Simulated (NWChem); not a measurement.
The numbers come from NWChem runs, not from measurements. System: dimethyl sulfide (C₂H₆S), charge 0, spin multiplicity 1, at a geometry optimised with PBE0/def2-SVP. Level: CCSD(T)/cc-pVDZ, 7 core orbitals frozen.

NWChem printed:

```
             Northwest Computational Chemistry Package (NWChem) 7.3.0
             --------------------------------------------------------

                                NWChem Input Module
                                -------------------

 Scaling coordinates for geometry "geometry" by  1.889725989
 (inverse scale =  0.529177249)

 Turning off AUTOSYM since
 SYMMETRY directive was detected!

                             Geometry "geometry" -> ""
                             -------------------------

 Output coordinates in angstroms (scale by  1.889725989 to convert to a.u.)

  No.       Tag          Charge          X              Y              Z
 ---- ---------------- ---------- -------------- -------------- --------------
    1 C                    6.0000    -1.37909100     0.00000000     0.50694600
    2 S                   16.0000     0.00000000     0.00000000    -0.65474700
    3 C                    6.0000     1.37909100     0.00000000     0.50694600
    4 H                    1.0000    -1.37421300     0.89900700     1.14293500
    5 H                    1.0000    -2.30229500     0.00000000    -0.08957200
    6 H                    1.0000    -1.37421300    -0.89900700     1.14293500
    7 H                    1.0000     1.37421300     0.89900700     1.14293500
    8 H                    1.0000     2.30229500     0.00000000    -0.08957200
    9 H                    1.0000     1.37421300    -0.89900700     1.14293500

 Effective nuclear repulsion energy (a.u.)     110.7294865103

            Nuclear Dipole moment (a.u.)
            ----------------------------
        X                 Y               Z
 ---------------- ---------------- ----------------
     0.0000000000     0.0000000000    -0.0000075589

      Symmetry information
      --------------------

 Group name             C2v
 Group number             16
 Group order               4
 No. of unique centers     4

      Symmetry unique atoms

     1    2    4    5


 Summary of "ao basis" -> "" (spherical)
 ------------------------------------------------------------------------------
       Tag                 Description            Shells   Functions and Types
 ---------------- ------------------------------  ------  ---------------------
 *                          cc-pvdz                   on all atoms

 Summary of "ao basis" -> "ao basis" (spherical)
 ------------------------------------------------------------------------------
       Tag                 Description            Shells   Functions and Types
[...]
 ccsd(t): done       18 out of       59 progress:   30.5%
 ccsd(t): done       19 out of       59 progress:   32.2%
 ccsd(t): done       20 out of       59 progress:   33.9%
 ccsd(t): done       21 out of       59 progress:   35.6%
 ccsd(t): done       22 out of       59 progress:   37.3%
 ccsd(t): done       23 out of       59 progress:   39.0%
 ccsd(t): done       24 out of       59 progress:   40.7%
 ccsd(t): done       25 out of       59 progress:   42.4%
 ccsd(t): done       26 out of       59 progress:   44.1%
 ccsd(t): done       27 out of       59 progress:   45.8%
 ccsd(t): done       28 out of       59 progress:   47.5%
 ccsd(t): done       29 out of       59 progress:   49.2%
 ccsd(t): done       30 out of       59 progress:   50.8%
 ccsd(t): done       31 out of       59 progress:   52.5%
 ccsd(t): done       32 out of       59 progress:   54.2%
 ccsd(t): done       33 out of       59 progress:   55.9%
 ccsd(t): done       34 out of       59 progress:   57.6%
 ccsd(t): done       35 out of       59 progress:   59.3%
 ccsd(t): done       36 out of       59 progress:   61.0%
 ccsd(t): done       37 out of       59 progress:   62.7%
 ccsd(t): done       38 out of       59 progress:   64.4%
 ccsd(t): done       39 out of       59 progress:   66.1%
 ccsd(t): done       40 out of       59 progress:   67.8%
 ccsd(t): done       41 out of       59 progress:   69.5%
 ccsd(t): done       42 out of       59 progress:   71.2%
 ccsd(t): done       43 out of       59 progress:   72.9%
 ccsd(t): done       44 out of       59 progress:   74.6%
 ccsd(t): done       45 out of       59 progress:   76.3%
 ccsd(t): done       46 out of       59 progress:   78.0%
 ccsd(t): done       47 out of       59 progress:   79.7%
 ccsd(t): done       48 out of       59 progress:   81.4%
 ccsd(t): done       49 out of       59 progress:   83.1%
 ccsd(t): done       50 out of       59 progress:   84.7%
 ccsd(t): done       51 out of       59 progress:   86.4%
 ccsd(t): done       52 out of       59 progress:   88.1%
 ccsd(t): done       53 out of       59 progress:   89.8%
 ccsd(t): done       54 out of       59 progress:   91.5%
 ccsd(t): done       55 out of       59 progress:   93.2%
 ccsd(t): done       56 out of       59 progress:   94.9%
 ccsd(t): done       57 out of       59 progress:   96.6%
 ccsd(t): done       58 out of       59 progress:   98.3%
 ccsd(t): done       59 out of       59 progress:  100.0%
 Time for integral evaluation pass     1        1.99
 Time for triples evaluation pass      1        3.03

 pseudo-e(mp4)  -0.13720429936726E-01
 pseudo-e(mp5)   0.30474107593634E-03
        e(t)    -0.13415688860790E-01

 --------------
 CCSD(T) Energy
 --------------
 Reference energy:                    -476.758084103165629

 CCSD corr. energy:                     -0.477382415670028
 T(CCSD) corr. energy:                  -0.013720429936726
 Total CCSD+T(CCSD) energy:           -477.249186948772376

 CCSD corr. energy:                     -0.477382415670028
 (T) corr. energy:                      -0.013415688860790
 Total CCSD(T) energy:                -477.248882207696454

 routine      calls  cpu(0)   cpu-min  cpu-ave  cpu-max   i/o
 aoccsd          1     0.01     0.01     0.01     0.01    0.00
 iterdrv         1     0.01     0.01     0.01     0.01    0.00
 pampt           9     0.04     0.04     0.04     0.04    0.00
 t2pm            9     0.07     0.07     0.07     0.07    0.00
 sxy             9     0.46     0.46     0.46     0.46    0.00
 ints      4936617    36.04    36.04    36.04    36.04    0.00
 t2eri        6669     4.78     4.78     4.78     4.78    0.00
 idx2         6669     0.51     0.51     0.51     0.51    0.00
 idx34           9     0.05     0.05     0.05     0.05    0.00
 ht2pm           9     0.09     0.09     0.09     0.09    0.00
 itm             9     0.57     0.57     0.57     0.57    0.00
 pdiis           9     0.01     0.01     0.01     0.01    0.00
 triples         1     0.00     0.00     0.00     0.00    0.00
 rdtrpo          1     0.01     0.01     0.01     0.01    0.00
 trpmos          1     1.99     1.99     1.99     1.99    0.00
 trpdrv          1     0.38     0.38     0.38     0.38    0.00
 dovvv       64900     1.41     1.41     1.41     1.41    0.00
 doooo       64900     0.34     0.34     0.34     0.34    0.00
 tengy       59000     0.87     0.87     0.87     0.87    0.00
 Total                47.63    47.63    47.63    47.63    0.00

 Task  times  cpu:       52.1s     wall:       52.1s

 Total times  cpu:       52.2s     wall:       52.2s
```

Q: Write an NWChem input that would produce this output.

A: This is not unique; one that fits is 
```
start mol
memory heap 100 mb stack 700 mb global 1900 mb
geometry units angstroms nocenter noautoz
  C     -1.379091     0.000000     0.506946
  S      0.000000     0.000000    -0.654747
  C      1.379091     0.000000     0.506946
  H     -1.374213     0.899007     1.142935
  H     -2.302295     0.000000    -0.089572
  H     -1.374213    -0.899007     1.142935
  H      1.374213     0.899007     1.142935
  H      2.302295     0.000000    -0.089572
  H      1.374213    -0.899007     1.142935
  symmetry group C2v
end
basis spherical
  * library cc-pvdz
end
scf
  rhf
  nopen 0
  maxiter 100
  thresh 1e-7
  semidirect memsize 60000000 filesize 0
end
ccsd
  freeze core 7
  maxiter 60
end
task ccsd(t) energy
```
